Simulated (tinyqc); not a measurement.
Worked calculation: RHF in the sto-6g basis, for H2O, spin multiplicity 1. One step of it, computed by the program tinyqc.

Question. Iteration 2: building the Fock matrix. J_ij = sum D_kl (ij|kl), K_ij = sum D_kl (ik|jl); F = H + J - 0.5 K; E = tr D H + tr D J / 2 - 0.25 tr D K + E_nn.

D after iteration 1, lower triangle:
```
            1O 1s      1O 2s     1O 2px     1O 2py     1O 2pz      2H 1s     3H 1s
1O 1s    1.868120
1O 2s   -0.035649   1.241148
1O 2px  -0.028703  -0.032335   1.979494
1O 2py   0.076827  -0.336851  -0.035005   2.117221
1O 2pz   0.152262   0.363791   0.100959   0.138536   1.622757
2H 1s    0.034386  -0.247684   0.095457  -0.285785  -0.786292   1.399988
3H 1s   -0.010545  -0.398267   0.005471   0.553246  -0.340201  -0.279203  1.615869
```

core Hamiltonian H = T + V (hartree), lower triangle:
```
             1O 1s      1O 2s     1O 2px     1O 2py     1O 2pz      2H 1s      3H 1s
1O 1s   -33.040403
1O 2s    -7.303711  -9.251792
1O 2px    0.000000   0.000000  -7.478422
1O 2py    0.000000   0.000000   0.000000  -7.634235
1O 2pz   -0.020480  -0.227605   0.000000   0.000000  -7.575432
2H 1s    -1.776327  -3.757928   0.000000  -2.018577  -1.668310  -5.095916
3H 1s    -1.776327  -3.757928   0.000000   2.018577  -1.668310  -1.646072  -5.095916
```

Two-electron integrals (ij|kl) in chemists' order, unique and non-zero (hartree):
```
(11|11) 4.787491    (21|11) 0.675884    (21|21) 0.121505    (22|11) 1.117379
(22|21) 0.249212    (22|22) 0.817383    (31|31) 0.025762    (32|31) 0.039145
(32|32) 0.180664    (33|11) 1.117381    (33|21) 0.249212    (33|22) 0.817382
(33|33) 0.880663    (41|41) 0.025762    (42|41) 0.039145    (42|42) 0.180664
(43|43) 0.047461    (44|11) 1.117381    (44|21) 0.249212    (44|22) 0.817382
(44|33) 0.785741    (44|44) 0.880663    (51|51) 0.025762    (52|51) 0.039145
(52|52) 0.180664    (53|53) 0.047461    (54|54) 0.047461    (55|11) 1.117381
(55|21) 0.249212    (55|22) 0.817382    (55|33) 0.785741    (55|44) 0.785741
(55|55) 0.880663    (61|11) 0.174316    (61|21) 0.030022    (61|22) 0.060184
(61|33) 0.060053    (61|41) 0.001149    (61|42) 0.002239    (61|44) 0.060295
(61|51) 0.000907    (61|52) 0.001767    (61|54) 0.000191    (61|55) 0.060204
(61|61) 0.007562    (62|11) 0.405771    (62|21) 0.091678    (62|22) 0.330708
(62|33) 0.325353    (62|41) 0.005730    (62|42) 0.041453    (62|44) 0.335254
(62|51) 0.004521    (62|52) 0.032709    (62|54) 0.007813    (62|55) 0.331517
(62|61) 0.022746    (62|62) 0.163344    (63|31) 0.010415    (63|32) 0.057848
(63|43) 0.008642    (63|53) 0.006819    (63|63) 0.023704    (64|11) 0.223243
(64|21) 0.051175    (64|22) 0.196911    (64|33) 0.187926    (64|41) 0.013261
(64|42) 0.081448    (64|44) 0.211169    (64|51) 0.002246    (64|52) 0.018621
(64|54) 0.011521    (64|55) 0.191637    (64|61) 0.013310    (64|62) 0.118290
(64|64) 0.108556    (65|11) 0.176150    (65|21) 0.040380    (65|22) 0.155373
(65|33) 0.148284    (65|41) 0.002246    (65|42) 0.018621    (65|44) 0.152986
(65|51) 0.012187    (65|52) 0.072542    (65|54) 0.012352    (65|55) 0.164849
(65|61) 0.010502    (65|62) 0.093337    (65|64) 0.066953    (65|65) 0.076533
(66|11) 0.533370    (66|21) 0.122734    (66|22) 0.504285    (66|33) 0.483910
(66|41) 0.010395    (66|42) 0.101166    (66|44) 0.521580    (66|51) 0.008202
(66|52) 0.079825    (66|54) 0.029724    (66|55) 0.507363    (66|61) 0.030809
(66|62) 0.308633    (66|64) 0.255552    (66|65) 0.201644    (66|66) 0.774999
(71|11) 0.174316    (71|21) 0.030022    (71|22) 0.060184    (71|33) 0.060053
(71|41) -0.001149   (71|42) -0.002239   (71|44) 0.060295    (71|51) 0.000907
(71|52) 0.001767    (71|54) -0.000191   (71|55) 0.060204    (71|61) 0.007450
(71|62) 0.021999    (71|64) 0.011665    (71|65) 0.010151    (71|66) 0.029362
(71|71) 0.007562    (72|11) 0.405771    (72|21) 0.091678    (72|22) 0.330708
(72|33) 0.325353    (72|41) -0.005730   (72|42) -0.041453   (72|44) 0.335254
(72|51) 0.004521    (72|52) 0.032709    (72|54) -0.007813   (72|55) 0.331517
(72|61) 0.021999    (72|62) 0.134137    (72|64) 0.066555    (72|65) 0.074525
(72|66) 0.210050    (72|71) 0.022746    (72|72) 0.163344    (73|31) 0.010415
(73|32) 0.057848    (73|43) -0.008642   (73|53) 0.006819    (73|63) 0.018905
(73|73) 0.023704    (74|11) -0.223243   (74|21) -0.051175   (74|22) -0.196911
(74|33) -0.187926   (74|41) 0.013261    (74|42) 0.081448    (74|44) -0.211169
(74|51) -0.002246   (74|52) -0.018621   (74|54) 0.011521    (74|55) -0.191637
(74|61) -0.011665   (74|62) -0.066555   (74|64) -0.014490   (74|65) -0.036103
(74|66) -0.091117   (74|71) -0.013310   (74|72) -0.118290   (74|74) 0.108556
(75|11) 0.176150    (75|21) 0.040380    (75|22) 0.155373    (75|33) 0.148284
(75|41) -0.002246   (75|42) -0.018621   (75|44) 0.152986    (75|51) 0.012187
(75|52) 0.072542    (75|54) -0.012352   (75|55) 0.164849    (75|61) 0.010151
(75|62) 0.074525    (75|64) 0.036103    (75|65) 0.059680    (75|66) 0.128224
(75|71) 0.010502    (75|72) 0.093337    (75|74) -0.066953   (75|75) 0.076533
(76|11) 0.164384    (76|21) 0.037496    (76|22) 0.145877    (76|33) 0.142575
(76|44) 0.145361    (76|51) 0.002958    (76|52) 0.025039    (76|55) 0.149694
(76|61) 0.009207    (76|62) 0.071336    (76|64) 0.044404    (76|65) 0.045835
(76|66) 0.138033    (76|71) 0.009207    (76|72) 0.071336    (76|74) -0.044404
(76|75) 0.045835    (76|76) 0.037639    (77|11) 0.533370    (77|21) 0.122734
(77|22) 0.504285    (77|33) 0.483910    (77|41) -0.010395   (77|42) -0.101166
(77|44) 0.521580    (77|51) 0.008202    (77|52) 0.079825    (77|54) -0.029724
(77|55) 0.507363    (77|61) 0.029362    (77|62) 0.210050    (77|64) 0.091117
(77|65) 0.128224    (77|66) 0.346225    (77|71) 0.030809    (77|72) 0.308633
(77|74) -0.255552   (77|75) 0.201644    (77|76) 0.138033    (77|77) 0.774999
```

nuclear repulsion = 9.22753603 hartree

Give: Coulomb J; exchange K; Fock matrix F; total energy of this density.

Answer.

Coulomb J (hartree), lower triangle:
```
          1O 1s    1O 2s   1O 2px   1O 2py  1O 2pz   2H 1s   3H 1s
1O 1s   16.9025
1O 2s    3.0440   8.0937
1O 2px  -0.0019  -0.0023   8.0789
1O 2py  -0.0177  -0.0979  -0.0018   8.1417
1O 2pz   0.0224   0.1333   0.0110   0.0042  8.0603
2H 1s    0.7558   3.2603   0.0012   1.9138  1.5713  5.0988
3H 1s    0.7579   3.3116   0.0015  -2.0100  1.5976  1.4633  5.2557
```

exchange K (hartree), lower triangle:
```
          1O 1s    1O 2s   1O 2px   1O 2py  1O 2pz   2H 1s   3H 1s
1O 1s    9.1778
1O 2s    1.7065   2.1086
1O 2px  -0.0350  -0.0019   2.1472
1O 2py   0.0245  -0.2015  -0.0115   2.1557
1O 2pz   0.1984   0.0491   0.0998   0.0598  1.6053
2H 1s    0.5192   0.8700   0.0437   0.5364  0.2128  1.0439
3H 1s    0.4899   0.9574   0.0263  -0.6360  0.3275  0.3111  1.2265
```

Fock matrix F (hartree), lower triangle:
```
           1O 1s    1O 2s   1O 2px   1O 2py   1O 2pz    2H 1s    3H 1s
1O 1s   -20.7268
1O 2s    -5.1130  -2.2124
1O 2px    0.0156  -0.0013  -0.4731
1O 2py   -0.0300   0.0028   0.0040  -0.5704
1O 2pz   -0.0973  -0.1189  -0.0389  -0.0256  -0.3178
2H 1s    -1.2801  -0.9326  -0.0207  -0.3730  -0.2034  -0.5191
3H 1s    -1.2634  -0.9250  -0.0116   0.3265  -0.2345  -0.3384  -0.4535
```

total energy of this density = -71.589413 hartree

This density is a damped mixture and is not idempotent.
